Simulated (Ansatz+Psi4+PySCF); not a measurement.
triplet B2: levels of theory in one basis

```xyz
2

B     0.0000    0.0000   -0.9442
B     0.0000    0.0000    0.9442
```

Basis set: cc-pVTZ (spherical functions). Left uncorrelated: 2 orbitals. Correlation on ROHF uses semicanonical orbitals with singles. Charge 0, multiplicity 3.

Computed with Ansatz (development build ahead of 0.2.0); each method stands on the lowest determinant of its kind that the runs found.

```csv
method,E − E(ROHF) (eV),<S²> of the determinant
ROHF,0.00,2.00
UHF,-0.37,2.56
ROHF-MP2,-3.16,–
UHF-MP2,-2.97,2.56
ROHF-CCSD,-4.31,–
UHF-CCSD,-4.25,2.56
ROHF-CCSD(T),-4.58,–
UHF-CCSD(T),-4.54,2.56
ROHF-CCSDT,-4.66,–
UHF-CCSDT,-4.65,2.56
```

The restricted and unrestricted rows may stand on different electronic states: another unrestricted solution lies nearer the restricted one.

Caution: the determinant breaks the point group. Caution for UHF, UHF-MP2, UHF-CCSD, UHF-CCSD(T), UHF-CCSDT: the unrestricted determinant is spin contaminated. Caution for ROHF-MP2, UHF-MP2, ROHF-CCSD, UHF-CCSD, ROHF-CCSD(T), UHF-CCSD(T), ROHF-CCSDT, UHF-CCSDT: large amplitudes, a single reference is doubtful. Caution for ROHF-MP2, UHF-MP2, UHF-CCSD(T): another reference gives a lower total.
